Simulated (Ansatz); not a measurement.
Basis-set extrapolation for `C[SiH2]N` (PBE0-D4/def2-TZVP geometry, frozen core, the Gaussian-basis code of Ansatz). Multiplicity 1, RHF reference.

```json
{"": "HF", "def2-TZVPP": "-385.414663", "def2-QZVPP": "-385.429033"}
{"": "MP2 correlation", "def2-TZVPP": "-0.527491", "def2-QZVPP": "-0.564018"}
{"": "CCSD(T) correlation", "def2-TZVPP": "-0.587721", "def2-QZVPP": "not run"}
```

Energies in hartree. Use E(X) = E(∞) + A·exp(−7.88·√X) for Hartree–Fock and E(X) = E(∞) + B·X^(−2.97) for correlation, with X = 3 and 4, and add CCSD(T) minus MP2 of the smaller set to the MP2 limit.

Question: What is the CCSD(T) energy at the basis-set limit?

Answer: HF limit: -385.429033 + (-0.014370) × 0.13774 = -385.43101. MP2 limit: -0.564018 + (-0.036527) × 0.74074 = -0.59108. Higher-order term: -0.587721 − (-0.527491) = -0.06023. Total: -386.08232 hartree, 50.2 kcal/mol below CCSD(T)/def2-TZVPP.
